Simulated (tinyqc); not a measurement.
Coupled-perturbed Hartree-Fock on RHF in the sto-3g basis, for HF, spin multiplicity 1, step by step. Computed by tinyqc, a small Python program that keeps every step (integrals from PySCF). Settings: charge = 0, multiplicity = 1, basis = sto-3g, method = RHF, energy threshold = 1e-10, iteration cap = 69, orthogonalisation = canonical, start = core, DIIS depth = 6. Command: `OMP_NUM_THREADS=1 python tinyqc.py 20233 20234 out.jsonl` (the two numbers bound the seeds that draw the settings). One thread of a shared host (Intel(R) Xeon(R) Processor @ 2.60GHz), about 0.2 s of CPU time with the checks. The early iterations of the SCF are left out here.

## One-electron integrals

Geometry (angstrom):
```
atom,x,y,z
F,0.0000,0.0000,0.0000
H,0.0000,0.0000,1.0860
```

Basis sto-3g: exponents (1/bohr^2) and contraction coefficients of normalised primitives:
```
element,l (shell),exponent,coefficient
F,s (1),166.6791,0.1543
F,s (1),30.3608,0.5353
F,s (1),8.2168,0.4446
F,s (2),6.4648,-0.1000
F,s (2),1.5023,0.3995
F,s (2),0.4886,0.7001
F,p (3),6.4648,0.1559
F,p (3),1.5023,0.6077
F,p (3),0.4886,0.3920
H,s (1),3.4253,0.1543
H,s (1),0.6239,0.5353
H,s (1),0.1689,0.4446
```

Overlap, kinetic and nuclear-attraction integrals over the contracted functions; the nuclear repulsion is the sum of Za Zb / Rab.

nuclear repulsion = 4.385446 hartree

overlap S, lower triangle:
```
,1F 1s,1F 2s,1F 2px,1F 2py,1F 2pz,2H 1s
1F 1s,1.0000
1F 2s,0.2380,1.0000
1F 2px,0.0000,0.0000,1.0000
1F 2py,0.0000,0.0000,0.0000,1.0000
1F 2pz,0.0000,0.0000,0.0000,0.0000,1.0000
2H 1s,0.0330,0.3439,0.0000,0.0000,0.2879,1.0000
```

kinetic energy T (hartree), lower triangle:
```
,1F 1s,1F 2s,1F 2px,1F 2py,1F 2pz,2H 1s
1F 1s,36.9846
1F 2s,-0.2129,1.0380
1F 2px,0.0000,0.0000,3.2480
1F 2py,0.0000,0.0000,0.0000,3.2480
1F 2pz,0.0000,0.0000,0.0000,0.0000,3.2480
2H 1s,-0.0072,0.0556,0.0000,0.0000,0.1594,0.7600
```

nuclear attraction V (hartree), lower triangle:
```
,1F 1s,1F 2s,1F 2px,1F 2py,1F 2pz,2H 1s
1F 1s,-77.4969
1F 2s,-9.2928,-12.0275
1F 2px,0.0000,0.0000,-11.9094
1F 2py,0.0000,0.0000,0.0000,-11.9094
1F 2pz,-0.0107,-0.1323,0.0000,0.0000,-11.9856
2H 1s,-1.3222,-3.0578,0.0000,0.0000,-2.2332,-5.5160
```

core Hamiltonian H = T + V (hartree), lower triangle:
```
,1F 1s,1F 2s,1F 2px,1F 2py,1F 2pz,2H 1s
1F 1s,-40.5123
1F 2s,-9.5056,-10.9895
1F 2px,0.0000,0.0000,-8.6614
1F 2py,0.0000,0.0000,0.0000,-8.6614
1F 2pz,-0.0107,-0.1323,0.0000,0.0000,-8.7376
2H 1s,-1.3294,-3.0021,0.0000,0.0000,-2.0738,-4.7560
```

## Two-electron integrals

Functions are numbered as in S; the eight-fold symmetry (ij|kl) = (ji|kl) = (kl|ij) leaves the list below.

Two-electron integrals (ij|kl) in chemists' order, unique and non-zero (hartree):
```
i,j,k,l,(ij|kl)
1,1,1,1,5.4035
2,1,1,1,0.8419
2,1,2,1,0.1563
2,2,1,1,1.2680
2,2,2,1,0.2923
2,2,2,2,0.9262
3,1,3,1,0.0280
3,2,3,1,0.0432
3,2,3,2,0.2046
3,3,1,1,1.2645
3,3,2,1,0.2924
3,3,2,2,0.9260
3,3,3,3,0.9975
4,1,4,1,0.0280
4,2,4,1,0.0432
4,2,4,2,0.2046
4,3,4,3,0.0538
4,4,1,1,1.2645
4,4,2,1,0.2924
4,4,2,2,0.9260
4,4,3,3,0.8900
4,4,4,4,0.9975
5,1,5,1,0.0280
5,2,5,1,0.0432
5,2,5,2,0.2046
5,3,5,3,0.0538
5,4,5,4,0.0538
5,5,1,1,1.2645
5,5,2,1,0.2924
5,5,2,2,0.9260
5,5,3,3,0.8900
5,5,4,4,0.8900
5,5,5,5,0.9975
6,1,1,1,0.1183
6,1,2,1,0.0218
6,1,2,2,0.0405
6,1,3,3,0.0405
6,1,4,4,0.0405
6,1,5,1,0.0009
6,1,5,2,0.0017
6,1,5,5,0.0407
6,1,6,1,0.0031
6,2,1,1,0.3090
6,2,2,1,0.0722
6,2,2,2,0.2564
6,2,3,3,0.2526
6,2,4,4,0.2526
6,2,5,1,0.0049
6,2,5,2,0.0389
6,2,5,5,0.2638
6,2,6,1,0.0102
6,2,6,2,0.0884
6,3,3,1,0.0074
6,3,3,2,0.0446
6,3,5,3,0.0081
6,3,6,3,0.0129
6,4,4,1,0.0074
6,4,4,2,0.0446
6,4,5,4,0.0081
6,4,6,4,0.0129
6,5,1,1,0.2142
6,5,2,1,0.0507
6,5,2,2,0.1926
6,5,3,3,0.1845
6,5,4,4,0.1845
6,5,5,1,0.0105
6,5,5,2,0.0722
6,5,5,5,0.2087
6,5,6,1,0.0075
6,5,6,2,0.0815
6,5,6,5,0.0875
6,6,1,1,0.4763
6,6,2,1,0.1132
6,6,2,2,0.4639
6,6,3,3,0.4485
6,6,4,4,0.4485
6,6,5,1,0.0094
6,6,5,2,0.1052
6,6,5,5,0.4943
6,6,6,1,0.0161
6,6,6,2,0.2083
6,6,6,5,0.2234
6,6,6,6,0.7746
```

## Orthogonalisation

S = U s U^T; canonical form X = U s^(-1/2), so that X^T S X = 1. Each column of U has its largest component positive (the first on a tie).

eigenvalues of S: 0.5237  0.8469  1.0000  1.0000  1.1285  1.5010

X:
```
,1,2,3,4,5,6
1F 1s,0.3498,0.7348,0.0000,0.0000,-0.5756,0.2642
1F 2s,-0.8249,-0.4288,0.0000,0.0000,-0.3479,0.4838
1F 2px,0.0000,0.0000,0.1593,0.9872,0.0000,0.0000
1F 2py,0.0000,0.0000,0.9872,-0.1593,0.0000,0.0000
1F 2pz,-0.5442,0.5969,0.0000,0.0000,0.6014,0.2999
2H 1s,0.9003,-0.3175,0.0000,0.0000,0.2684,0.5219
```

Within a degenerate level the vectors are fixed only up to a rotation; this is one choice.

## Iteration 7 (converged): orbitals

converged F (hartree), lower triangle:
```
,1F 1s,1F 2s,1F 2px,1F 2py,1F 2pz,2H 1s
1F 1s,-25.9058
1F 2s,-6.6240,-3.0264
1F 2px,0.0000,0.0000,-0.4620
1F 2py,0.0000,0.0000,0.0000,-0.4620
1F 2pz,-0.0190,-0.0505,0.0000,0.0000,-0.2714
2H 1s,-0.9358,-0.8515,0.0000,0.0000,-0.4982,-0.4037
```

Diagonalise F' = X^T F X, C = X C', fill 5 alpha and 5 beta electrons from the bottom; D = 2 C_occ C_occ^T. Each column has its largest component positive (the first on a tie).

F' = X^T F X (hartree), lower triangle:
```
,1,2,3,4,5,6
1,-0.6885
2,-3.2632,-10.1031
3,0.0000,0.0000,-0.4620
4,0.0000,0.0000,0.0000,-0.4620
5,2.6607,10.1863,0.0000,0.0000,-11.4095
6,-1.3735,-6.0699,0.0000,0.0000,6.8515,-5.2071
```

orbital energies (hartree): MO1 -25.9152, MO2 -1.4322, MO3 -0.5329, MO4 -0.4620, MO5 -0.4620, MO6 0.4721

coefficients C:
```
,MO1,MO2,MO3,MO4,MO5,MO6
1F 1s,0.9949,-0.2549,0.0645,0.0000,0.0000,0.0669
1F 2s,0.0213,0.9753,-0.3343,0.0000,0.0000,-0.3950
1F 2px,0.0000,0.0000,0.0000,-0.6256,0.7801,0.0000
1F 2py,0.0000,0.0000,0.0000,0.7801,0.6256,0.0000
1F 2pz,0.0019,0.0474,0.6890,0.0000,0.0000,-0.7919
2H 1s,-0.0041,0.1241,0.5679,0.0000,0.0000,0.9580
```

D after iteration 7, lower triangle:
```
,1F 1s,1F 2s,1F 2px,1F 2py,1F 2pz,2H 1s
1F 1s,2.1179
1F 2s,-0.4980,2.1267
1F 2px,0.0000,0.0000,2.0000
1F 2py,0.0000,0.0000,0.0000,2.0000
1F 2pz,0.0685,-0.3681,0.0000,0.0000,0.9538
2H 1s,0.0018,-0.1378,0.0000,0.0000,0.7943,0.6760
```

Within a degenerate level the vectors are fixed only up to a rotation; this is one choice.

## Convergence

Stop when the energy changes by less than 1e-10 hartree and every element of the error matrix X^T (F D S - S D F) X is below 3e-06.

Course of the cycle:
```
iteration,E (hartree),change,largest element of the error matrix
1,-97.866595,-,6.20e-01
2,-98.549919,-6.83e-01,1.05e-01
3,-98.555499,-5.58e-03,1.27e-02
4,-98.555570,-7.05e-05,1.32e-03
5,-98.555571,-9.73e-07,1.99e-05
6,-98.555571,-1.89e-10,8.68e-08
7,-98.555571,-2.84e-14,4.37e-08
```

PySCF RHF in the same basis = -98.555571 hartree

Converged in 7 iterations.

## Integrals over molecular orbitals

(pq|rs) = sum C_ip C_jq C_kr C_ls (ij|kl), one index at a time.

one-electron integrals over orbitals h = C^T H C (hartree), lower triangle:
```
,1,2,3,4,5,6
1,-40.4946
2,0.7143,-9.1307
3,-0.1716,0.5458,-7.1887
4,0.0000,0.0000,0.0000,-8.6614
5,0.0000,0.0000,0.0000,0.0000,-8.6614
6,-0.1825,0.9778,2.0757,0.0000,0.0000,-6.0716
```

Two-electron integrals over orbitals (pq|rs), unique and non-zero (hartree):
```
p,q,r,s,(pq|rs)
1,1,1,1,5.3636
2,1,1,1,-0.5145
2,1,2,1,0.0779
2,2,1,1,1.2178
2,2,2,1,-0.0215
2,2,2,2,0.8628
3,1,1,1,0.1295
3,1,2,1,-0.0185
3,1,2,2,0.0095
3,1,3,1,0.0198
3,2,1,1,-0.1362
3,2,2,1,0.0067
3,2,2,2,-0.0377
3,2,3,1,0.0208
3,2,3,2,0.1479
3,3,1,1,0.9404
3,3,2,1,-0.0095
3,3,2,2,0.7243
3,3,3,1,-0.0035
3,3,3,2,-0.0288
3,3,3,3,0.7170
4,1,4,1,0.0296
4,2,4,1,0.0397
4,2,4,2,0.1857
4,3,4,1,-0.0091
4,3,4,2,-0.0354
4,3,4,3,0.0408
4,4,1,1,1.2640
4,4,2,1,-0.0148
4,4,2,2,0.8872
4,4,3,1,0.0038
4,4,3,2,-0.0741
4,4,3,3,0.7147
4,4,4,4,0.9975
5,1,5,1,0.0296
5,2,5,1,0.0397
5,2,5,2,0.1857
5,3,5,1,-0.0091
5,3,5,2,-0.0354
5,3,5,3,0.0408
5,4,5,4,0.0538
5,5,1,1,1.2640
5,5,2,1,-0.0148
5,5,2,2,0.8872
5,5,3,1,0.0038
5,5,3,2,-0.0741
5,5,3,3,0.7147
5,5,4,4,0.8900
5,5,5,5,0.9975
6,1,1,1,0.1353
6,1,2,1,-0.0218
6,1,2,2,0.0019
6,1,3,1,-0.0107
6,1,3,2,-0.0243
6,1,3,3,0.0086
6,1,4,4,0.0038
6,1,5,5,0.0038
6,1,6,1,0.0225
6,2,1,1,-0.1974
6,2,2,1,0.0048
6,2,2,2,-0.1076
6,2,3,1,-0.0201
6,2,3,2,-0.0632
6,2,3,3,-0.0277
6,2,4,4,-0.1055
6,2,5,5,-0.1055
6,2,6,1,0.0176
6,2,6,2,0.0932
6,3,1,1,-0.3915
6,3,2,1,0.0067
6,3,2,2,-0.2036
6,3,3,1,0.0018
6,3,3,2,0.0905
6,3,3,3,-0.1074
6,3,4,4,-0.2225
6,3,5,5,-0.2225
6,3,6,1,-0.0057
6,3,6,2,0.0472
6,3,6,3,0.2058
6,4,4,1,-0.0088
6,4,4,2,-0.0354
6,4,4,3,-0.0191
6,4,6,4,0.0302
6,5,5,1,-0.0088
6,5,5,2,-0.0354
6,5,5,3,-0.0191
6,5,6,5,0.0302
6,6,1,1,0.8637
6,6,2,1,-0.0091
6,6,2,2,0.6598
6,6,3,1,0.0129
6,6,3,2,0.0580
6,6,3,3,0.6623
6,6,4,4,0.6385
6,6,5,5,0.6385
6,6,6,1,-0.0086
6,6,6,2,-0.0609
6,6,6,3,-0.0204
6,6,6,6,0.6965
```

## Response to a field: uncoupled start

dipole integrals <a|y|i> (bohr):
```
,i1,i2,i3,i4,i5
a6,0.0000,0.0000,0.0000,-0.0155,-0.0124
```

Field along y; U_ai = -mu_ai / (e_a - e_i), alpha = -4 sum U_ai mu_ai.

uncoupled U:
```
,i1,i2,i3,i4,i5
a6,0.0000,0.0000,0.0000,0.0165,0.0133
```

uncoupled polarisability = 0.0017 bohr^3

## Coupled step 1

U_ai = -(mu_ai + sum_bj [4 (ai|bj) - (ab|ij) - (aj|bi)] U_bj) / (e_a - e_i); alpha = -4 sum U_ai mu_ai.

U after step 1:
```
,i1,i2,i3,i4,i5
a6,0.0000,0.0000,0.0000,0.0262,0.0210
```

polarisability = 0.0027 bohr^3

## Coupled step 2

As before.

U after step 2:
```
,i1,i2,i3,i4,i5
a6,0.0000,0.0000,0.0000,0.0319,0.0256
```

polarisability = 0.0032 bohr^3

## Coupled polarisability

Repeat until U stops changing; compare with -d2E/dF2.

Course of the coupled iterations:
```
step,alpha (bohr^3)
0,0.0017
1,0.0027
2,0.0032
3,0.0036
4,0.0038
5,0.0039
6,0.0040
7,0.0040
8,0.0040
9,0.0040
10,0.0041
11,0.0041
...,...
16,0.0041
17,0.0041
18,0.0041
19,0.0041
20,0.0041
21,0.0041
22,0.0041
23,0.0041
24,0.0041
25,0.0041
26,0.0041
27,0.0041
```

coupled polarisability = 0.0041 bohr^3

finite-field check, fields of +/-0.001 au = 0.0041 bohr^3
